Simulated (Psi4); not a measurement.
**CH3B (SMILES B[CH]) at UOMP2/def2-TZVP (density fitting for correlation)**

Aim: the energy change on altering one bond length of CH3B at UOMP2/def2-TZVP (density fitting for correlation), from 2 runs. 

The calculation is run with Psi4 1.11.

3 further runs of the same task are left out: 3 set aside as unsound or not needed.

### 1 Starting point

CH3B: 5 atoms, total charge 0, spin state triplet. SMILES: `B[CH]`. The coordinates come from a GFN2-xTB relaxation.

Bond lengths: B1–C2 1.463 Å, B1–H3 1.182 Å, B1–H4 1.174 Å, C2–H5 1.068 Å. Angles: B1–C2–H5 150.8°, C2–B1–H3 120.4°, C2–B1–H4 121.9°, H3–B1–H4 117.7°.

### 2 A single-point energy at UOMP2/def2-TZVP (density fitting for correlation)

Input file ch3b.inp:

```
memory 1600 MB

molecule geom {
  0 3
  B     -0.352450    -0.401400    -0.071360
  C      0.507540     0.779550    -0.141970
  H     -0.308550    -1.118250     0.866820
  H     -1.104620    -0.672740    -0.931370
  H      1.258080     1.412850     0.277880
  symmetry c1
}

set {
  basis           def2-TZVP
  reference       uhf
  puream          true
  e_convergence   1e-09
  d_convergence   1e-08
  scf_type        pk
  num_frozen_docc 2
  maxiter         200
}

energy('omp2')
```

On the command line:

```sh
$ psi4 ch3b.inp ch3b.out -n 1
```

ch3b.out:

```text
[...]
  Running in c1 symmetry.
[...]
  Nuclear repulsion =   22.748848453748341
[...]
  Multiplicity = 3
[...]
  Nalpha       = 8
  Nbeta        = 6
[...]
    Number of basis functions: 80
[...]
   @UHF iter   1:   -64.15333943532859   -9.93852e-01   2.75105e-03 ADIIS/DIIS
[...]
   @UHF iter  13:   -64.21311634372918   -5.91172e-12   5.39425e-09 DIIS
[...]
   @S^2 Observed:                2.017074085E+00
[...]
    Orbital Energies [Eh]
    ---------------------
    Alpha Occupied:
       1A    -11.261424     2A     -7.594951     3A     -0.972162
       4A     -0.701843     5A     -0.565504     6A     -0.533643
       7A     -0.430639     8A     -0.389436
    Alpha Virtual:
       9A      0.101263    10A      0.127504    11A      0.154729
      12A      0.165066    13A      0.211207    14A      0.257492
      15A      0.273880    16A      0.326901    17A      0.330438
      18A      0.386485    19A      0.418408    20A      0.488238
      21A      0.504213    22A      0.506954    23A      0.583627
      24A      0.606613    25A      0.648030    26A      0.703338
[...]
  @UHF Final Energy:   -64.21311634372918
   => Energetics <=
    Nuclear Repulsion Energy =             22.7488484537483409
    One-Electron Energy =                -130.1501725767985533
    Two-Electron Energy =                  43.1882077793210257
    Total Energy =                        -64.2131163437291832
  UHF NO Occupations:
  HONO-2 :    6  A 1.9932995
  HONO-1 :    7  A 1.0000000
[...]
 Multipole Moments:
 ------------------------------------------------------------------------------------
     Multipole            Electronic (a.u.)      Nuclear  (a.u.)        Total (a.u.)
 ------------------------------------------------------------------------------------
 L = 1.  Multiply by 2.5417464519 to convert [e a0] to [Debye]
 Dipole X            :          0.2135975            0.0440709            0.2576684
 Dipole Y            :          0.5219538           -0.2968814            0.2250725
 Dipole Z            :         -0.2958901            0.4304268            0.1345367
 Magnitude           :                                                    0.3676285
[...]
	Warning: cc_lambda option is changed to TRUE
	For this residual convergence, default PCG convergence is:     1.00e-07
[...]
	DF-SCS-MP2 Total Energy (a.u.)     :   -64.41957663526979
	DF-SOS-MP2 Total Energy (a.u.)     :   -64.42179052883772
[...]
	DF-SCS-OMP2 Total Energy (a.u.)    :   -64.42237469099180
	DF-SOS-OMP2 Total Energy (a.u.)    :   -64.40797590237510
	DF-SCS(N)-OMP2 Total Energy (a.u.) :   -64.28590228203262
[...]
	DF-OMP2 Total Energy (a.u.)        :   -64.41815573086117
[...]
```

It took 9.6 s on 1 thread of INTEL XEON PLATINUM 8581C at 2.30GHz (Emerald Rapids), shared host; peak memory 0.27 GiB.

### 3 The distorted shape

Input file input.json:

```json
{
 "schema_name": "qcschema_input",
 "schema_version": 1,
 "molecule": {
  "schema_name": "qcschema_molecule",
  "schema_version": 2,
  "symbols": ["B", "C", "H", "H", "H"],
  "geometry": [-0.45277082, -0.68160343, 0.10898806, 1.17237475, 1.55006864, -0.0244455, -0.36981184, -2.0362536, 1.88189132, -2.08742927, -1.27129435, -1.76003422, 2.59068979, 2.7468322, 0.76895602],
  "molecular_charge": 0,
  "molecular_multiplicity": 3,
  "fix_symmetry": "c1"
 },
 "driver": "energy",
 "model": {
  "method": "omp2",
  "basis": "def2-TZVP"
 },
 "keywords": {
  "reference": "uhf",
  "puream": true,
  "e_convergence": 1e-09,
  "d_convergence": 1e-08,
  "scf_type": "pk",
  "num_frozen_docc": 2,
  "maxiter": 200
 }
}
```

On the command line:

```sh
$ psi4 --qcschema input.json -n 1 --memory 1600MB
```

stdout:

```text
[...]
  Running in c1 symmetry.
[...]
  Nuclear repulsion =   22.345636014803130
[...]
  Multiplicity = 3
[...]
  Nalpha       = 8
  Nbeta        = 6
[...]
    Number of basis functions: 80
[...]
   @UHF iter   1:   -64.14252468300391   -1.02639e+00   2.73345e-03 DIIS/ADIIS
[...]
   @UHF iter  14:   -64.20430475175763   -3.75167e-12   5.71624e-09 DIIS
[...]
   @S^2 Observed:                2.017639360E+00
[...]
    Orbital Energies [Eh]
    ---------------------
    Alpha Occupied:
       1A    -11.266045     2A     -7.615970     3A     -0.976322
       4A     -0.695865     5A     -0.569132     6A     -0.509715
       7A     -0.434937     8A     -0.387880
    Alpha Virtual:
       9A      0.099512    10A      0.127965    11A      0.161426
      12A      0.166095    13A      0.211623    14A      0.250021
      15A      0.255342    16A      0.313681    17A      0.329019
      18A      0.384556    19A      0.414825    20A      0.488387
      21A      0.503060    22A      0.504325    23A      0.577733
      24A      0.600184    25A      0.646539    26A      0.697476
[...]
  @UHF Final Energy:   -64.20430475175763
   => Energetics <=
    Nuclear Repulsion Energy =             22.3456360148031301
    One-Electron Energy =                -129.3218957561830962
    Two-Electron Energy =                  42.7719549896223299
    Total Energy =                        -64.2043047517576326
  UHF NO Occupations:
  HONO-2 :    6  A 1.9931765
  HONO-1 :    7  A 1.0000000
[...]
 Multipole Moments:
 ------------------------------------------------------------------------------------
     Multipole            Electronic (a.u.)      Nuclear  (a.u.)        Total (a.u.)
 ------------------------------------------------------------------------------------
 L = 1.  Multiply by 2.5417464519 to convert [e a0] to [Debye]
 Dipole X            :          0.3921018           -0.0536054            0.3384964
 Dipole Y            :          0.5946077           -0.3321172            0.2624906
 Dipole Z            :         -0.1017534            0.3187466            0.2169931
 Magnitude           :                                                    0.4801740
[...]
	Warning: cc_lambda option is changed to TRUE
	For this residual convergence, default PCG convergence is:     1.00e-07
[...]
	DF-SCS-MP2 Total Energy (a.u.)     :   -64.41126196696300
	DF-SOS-MP2 Total Energy (a.u.)     :   -64.41356378332975
[...]
	DF-SCS-OMP2 Total Energy (a.u.)    :   -64.41423900795482
	DF-SOS-OMP2 Total Energy (a.u.)    :   -64.39985480000529
	DF-SCS(N)-OMP2 Total Energy (a.u.) :   -64.27679512086043
[...]
	DF-OMP2 Total Energy (a.u.)        :   -64.40983937432242
[...]
```

The result, in JSON:

```text
{
 "driver": "energy",
 "model": {
  "method": "omp2",
  "basis": "def2-TZVP"
 },
 "success": true,
 "return_result": -64.40983937432242,
 "properties": {
  "calcinfo_nbasis": 80,
  "calcinfo_nmo": 80,
  "calcinfo_nalpha": 8,
  "calcinfo_nbeta": 6,
  "calcinfo_natom": 5,
  "nuclear_repulsion_energy": 22.34563601480313,
  "return_energy": -64.40983937432242,
  "scf_one_electron_energy": -129.3218957561831,
  "scf_two_electron_energy": 42.77195498962233,
  "scf_dipole_moment": [0.33849636308929526, 0.262490588474634, 0.2169931283706833],
  "scf_total_energy": -64.20430475175763,
  "scf_iterations": 14,
  "mp2_same_spin_correlation_energy": -0.041385096647163146,
  "mp2_opposite_spin_correlation_energy": -0.16096848582470408,
  "mp2_singles_energy": 0.0,
  "mp2_doubles_energy": -0.20235358247186722,
  "mp2_correlation_energy": -0.20235358247187207,
  "mp2_total_energy": -64.4066583342295
 }
}
```

Wall time 7.8 s (1 thread of INTEL XEON PLATINUM 8581C at 2.30GHz (Emerald Rapids), shared host); peak memory 0.27 GiB.

### 4 Results

Level: UOMP2/def2-TZVP (density fitting for correlation), 2 core orbitals frozen.

```
                                                                   quantity         value
                                                  first shape: total energy  -64.41816 Eh
    first shape: HOMO energy (Hartree–Fock orbitals) (highest over α and β)     -10.60 eV
     first shape: LUMO energy (Hartree–Fock orbitals) (lowest over α and β)       0.71 eV
                   first shape: correlation energy (2 core orbitals frozen)    -205.0 mEh
                             first shape: ⟨S²⟩ of the reference determinant         2.017
                                              distorted shape: total energy  -64.40984 Eh
distorted shape: HOMO energy (Hartree–Fock orbitals) (highest over α and β)     -10.55 eV
 distorted shape: LUMO energy (Hartree–Fock orbitals) (lowest over α and β)       0.63 eV
               distorted shape: correlation energy (2 core orbitals frozen)    -205.5 mEh
                         distorted shape: ⟨S²⟩ of the reference determinant         2.018
          energy change with the B1–H4 bond stretched from 1.174 to 1.351 Å      0.226 eV
```

In words: With the B1–H4 bond stretched from 1.174 to 1.351 Å the energy rises by 0.23 eV (21.8 kJ/mol). The first shape isn't relaxed at this level, so the change isn't measured from a minimum.
